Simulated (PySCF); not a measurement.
# Choosing a basis for TDDFT

ClH4PSi.
SMILES with atom numbers: `[PH2:1][SiH2:2][Cl:3]` (hydrogens: H4, H5 on P1; H6, H7 on Si2)

TDDFT with PBE0 (PySCF), vertical singlets, core orbitals frozen in the response, spherical d and f functions. The structure is a single PBE0-D3(BJ)/def2-SVP conformer in the gas phase; no vibrational or solvent corrections.

Question: Compare 6-31G*, 6-31+G*, def2-SVP, def2-SVPD, aug-cc-pVDZ, def2-TZVP, def2-TZVPD and aug-cc-pVTZ for this molecule.

Answer: 

| basis | functions | diffuse | S1 (eV) | S2 (eV) | S3 (eV) | S4 (eV) | S5 (eV) | LUMO (eV) | α (au) |
| --- | --- | --- | --- | --- | --- | --- | --- | --- | --- |
| 6-31G* | 62 | no | 6.36 | 7.09 | 7.26 | 7.34 | 7.52 | -0.16 | 54.5 |
| 6-31+G* | 74 | yes | 6.25 | 6.56 | 6.77 | 7.08 | 7.14 | -0.41 | 60.2 |
| def2-SVP | 74 | no | 6.51 | 7.32 | 7.39 | 7.45 | 7.56 | 0.10 | 55.6 |
| def2-SVPD | 107 | yes | 6.21 | 6.75 | 6.81 | 7.11 | 7.16 | -0.32 | 69.7 |
| aug-cc-pVDZ | 117 | yes | 6.19 | 6.46 | 6.65 | 6.87 | 7.09 | -0.42 | 70.6 |
| def2-TZVP | 135 | no | 6.23 | 6.85 | 7.01 | 7.19 | 7.22 | -0.20 | 64.5 |
| def2-TZVPD | 168 | yes | 6.12 | 6.58 | 6.64 | 6.91 | 7.09 | -0.39 | 71.0 |
| aug-cc-pVTZ | 242 | yes | 6.14 | 6.45 | 6.60 | 6.83 | 7.08 | -0.44 | 71.2 |

States are compared by their number. Against the largest diffuse basis here (aug-cc-pVTZ, itself not a converged limit), sets without diffuse functions differ by up to 0.38 eV in S1 and 0.48 eV in S5; the smaller diffuse sets differ by up to 0.12 and 0.08 eV. State by state, the largest deviation of a set without diffuse functions is S1 0.38, S2 0.87, S3 0.78, S4 0.63, S5 0.48 eV. The same number needn't mean the same state in each row. Against aug-cc-pVTZ the polarisability deviates by -23% in 6-31G*, -15% in 6-31+G*, -22% in def2-SVP, -2% in def2-SVPD, -1% in aug-cc-pVDZ, -9% in def2-TZVP, 0% in def2-TZVPD. A single + in a Pople set puts diffuse functions on heavy atoms only.

Without π bonds the low states are Rydberg-like; a valence basis with one diffuse set may place them up to an eV too high.
